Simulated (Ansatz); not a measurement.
Structure optimisation: iron, bcc

Method: Ansatz 0.2.0, DFT, revPBE, plane waves (420 eV) with PAW, scalar-relativistic. (PAW data from PBE, frozen cores regenerated.)

k-point mesh 15×15×15, Fermi-Dirac smearing 0.05 eV, starting moments 2.50 μB. Cell and atoms relax.

Starting structure:

```yaml
crystal:
  lattice:
    - [-1.43325, 1.43325, 1.43325]
    - [1.43325, -1.43325, 1.43325]
    - [1.43325, 1.43325, -1.43325]
  atoms:
    - { symbol: Fe, position: [0.0, 0.0, 0.0], spin: 2.5 }
hamiltonian:
  xc: revpbe
  pseudopotentials:
    kind: paw
    azcp:
      Fe: "pseudopotentials/Fe.paw.azcp"
basis:
  ecutwfc: 420
  fft_grid_basis: typed
kpoints:
  mp_grid: { grid: [15, 15, 15], shift: [0, 0, 0] }
magnetization:
  spin_polarized: true
scf:
  occupations: { method: fermi_dirac, width: 0.05 }
relax:
  max_steps: 60
  f_tol: 0.01
  cell: {}
```

Problem. What cell does the relaxation end in?

Solution. Im-3m (spin ignored) with a = 2.853 Å; 11.61 Å³ per atom against 11.78 at the start (-1.4 %).

Problem. How much energy does the relaxation gain?

Solution. 1.4 meV per atom.

Problem. Which magnetic state does it end in?

Solution. ferromagnetic, net 2.21 μB per atom; moments 2.27 μB.
